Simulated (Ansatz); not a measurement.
A made-up structure of CH$_{2}$NaSi, doublet:

C1  (-0.586, 0.643, -0.469)
Si2  (-0.334, -1.153, 0.206)
Na3  (2.279, -2.018, 1.673)
H4  (-1.602, 0.996, -1.044)
H5  (0.243, 1.532, -0.366)
(Å)

It is relaxed with PBE-D4/def2-SVP and then PBE0-D4/def2-TZVP (Ansatz 0.2.0). Atoms count as bonded within 1.22 times the sum of their covalent radii (H–H: 0.88 Å). The end point is not checked to be a true minimum.

Q: Does its bonding change? (A judgement: the text doesn't fix the answer.)

A: Computed: No: no bond forms or breaks.

Where it ends: The first stage lowers the energy by 0.77 eV in 8 steps. It ends as CH₂NaSi ([CH2][Si][Na]):
```xyz
5
angstrom
C -0.5231 0.5740 -0.4185
Si -0.2985 -1.0298 0.1843
Na 2.0351 -1.8012 1.4937
H -1.4304 0.8896 -0.9325
H 0.2170 1.3674 -0.3269
```

Labels in which every atom is bracketed show which atoms are joined, not bond orders.

For scale, one of the runs: PBE0-D4/def2-TZVP relaxation, 112 basis functions, launched by `ansatz run in.yaml --threads 2 --pin off --events-out ev --progress --plain --max-ram 4352MiB`. The run took about 22 s on 2 CPU threads of an Arm Neoverse V2 (shared host).
